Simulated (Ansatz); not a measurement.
## What each rung costs, and what it gives

The pair of CH4 (SMILES C, atoms 1–5) and SiH3F (SMILES [SiH3]F, atoms 6–10), both closed shells, in one local arrangement (a lower one may exist), relaxed at PBE0-D4/def2-TZVP:

```
10
angstrom
C -0.0721 -0.1520 -1.8863
H -0.3033 -0.3570 -2.9313
H -0.8105 -0.6386 -1.2494
H -0.0950 0.9245 -1.7164
H 0.9211 -0.5367 -1.6544
Si 0.1044 0.1755 1.8956
F -1.1480 -0.7405 1.5017
H 0.1508 0.2790 3.3734
H -0.0831 1.5129 1.2867
H 1.3357 -0.4669 1.3802
```

Interaction energies are counterpoise-corrected; the time is that of the whole pair.

Program: Ansatz 0.2.0. Basis: as named in each row. Cores are frozen in the correlated methods. B3LYP uses VWN-RPA correlation. Extrapolation: Hartree–Fock as exp(−7.88 √X), correlation as X^−2.97.

Times are rough, for one single point on 4 threads of a shared host (Arm Neoverse V2).

The estimate by CCSD(T) at an estimated basis limit (MP2 extrapolated from triple and quadruple zeta, plus CCSD(T) − MP2 in triple zeta) is -0.95 kcal/mol.

```json
{"method": "HF", "basis": "STO-3G", "time (s)": "under 1", "interaction energy (kcal/mol)": "0.35", "method less estimate": "1.30"}
{"method": "PBE-D4", "basis": "STO-3G", "time (s)": "under 1", "interaction energy (kcal/mol)": "-0.90", "method less estimate": "0.05"}
{"method": "SPW92", "basis": "def2-SVP", "time (s)": "under 1", "interaction energy (kcal/mol)": "-1.45", "method less estimate": "-0.50"}
{"method": "B3LYP-D4", "basis": "6-31G", "time (s)": "under 1", "interaction energy (kcal/mol)": "-1.10", "method less estimate": "-0.15"}
{"method": "PBE-D4", "basis": "def2-SVP", "time (s)": "under 1", "interaction energy (kcal/mol)": "-1.16", "method less estimate": "-0.21"}
{"method": "PBE0-D4", "basis": "def2-SVP", "time (s)": "under 1", "interaction energy (kcal/mol)": "-1.05", "method less estimate": "-0.11"}
{"method": "CCSD(T)", "basis": "def2-SVP", "time (s)": "1", "interaction energy (kcal/mol)": "-0.13", "method less estimate": "0.81"}
{"method": "revPBE-D4", "basis": "def2-TZVPPD", "time (s)": "1", "interaction energy (kcal/mol)": "-1.05", "method less estimate": "-0.10"}
{"method": "BLYP-D4", "basis": "def2-TZVPPD", "time (s)": "2", "interaction energy (kcal/mol)": "-0.88", "method less estimate": "0.06"}
{"method": "wB97M-V", "basis": "def2-SVP", "time (s)": "2", "interaction energy (kcal/mol)": "-0.73", "method less estimate": "0.21"}
{"method": "PBE-D4", "basis": "def2-TZVPPD", "time (s)": "2", "interaction energy (kcal/mol)": "-1.21", "method less estimate": "-0.26"}
{"method": "B3LYP-D4", "basis": "def2-TZVPPD", "time (s)": "2", "interaction energy (kcal/mol)": "-1.01", "method less estimate": "-0.06"}
{"method": "HSE06-D4", "basis": "def2-TZVPPD", "time (s)": "2", "interaction energy (kcal/mol)": "-1.10", "method less estimate": "-0.15"}
{"method": "r2SCAN-D4", "basis": "def2-TZVPPD", "time (s)": "3", "interaction energy (kcal/mol)": "-0.95", "method less estimate": "-0.01"}
{"method": "PBE0-D4", "basis": "def2-TZVPPD", "time (s)": "3", "interaction energy (kcal/mol)": "-1.11", "method less estimate": "-0.16"}
{"method": "B2PLYP", "basis": "def2-TZVPPD", "time (s)": "4", "interaction energy (kcal/mol)": "-0.14", "method less estimate": "0.81"}
{"method": "wB97X-V", "basis": "def2-TZVPPD", "time (s)": "5", "interaction energy (kcal/mol)": "-1.01", "method less estimate": "-0.06"}
{"method": "B97M-V", "basis": "def2-TZVPPD", "time (s)": "6", "interaction energy (kcal/mol)": "-0.92", "method less estimate": "0.02"}
{"method": "wB97M-V", "basis": "def2-TZVPPD", "time (s)": "7", "interaction energy (kcal/mol)": "-0.92", "method less estimate": "0.02"}
{"method": "MP2", "basis": "def2-QZVPPD", "time (s)": "18", "interaction energy (kcal/mol)": "-0.81", "method less estimate": "0.14"}
{"method": "CCSD(T)", "basis": "def2-TZVPPD", "time (s)": "67", "interaction energy (kcal/mol)": "-0.81", "method less estimate": "0.14"}
```

The T1 diagnostic stays at or below 0.012.
